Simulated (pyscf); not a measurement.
Single points on ωB97X-D3(BJ)/def2-SVP structures (PySCF, gas phase). MP2 and CC: frozen core, UHF for open shells. ΔMP2 is the change of the MP2 total energy from the triple- to the quadruple-zeta basis.

SMILES: S[SiH2]I
```xyz
6

S     -2.5769     0.5043     0.4937
Si    -0.5489    -0.0595     0.1825
I     -0.3573    -2.1494    -1.0438
H     -2.8449     0.6749    -0.8163
H      0.0340    -0.2448     1.5327
H      0.1934     0.9602    -0.5995
```

Task: How much does it cost (ΔH, 298 K, CCSD(T)/def2-TZVPP + ΔMP2(QZVPP)) to split HS–SiH₂–I (SMILES S[SiH2]I) at its S–Si bond into SH• + •H₂Si–I?

Result: S–Si to SH• + •H₂Si–I: 86.8 kcal/mol. The CCSD(T) − MP2 part came from Ansatz, without density fitting, on the same reference. The frozen core leaves the outer d or s,p core shells of the metals and heavy elements correlated in the MP2 and CC values, and def2-TZVPP describes them poorly, which can shift differences by a few kcal/mol. Left out: the spin-orbit lowering of SH. Elements past Kr carry the def2 core potentials, without spin-orbit coupling.
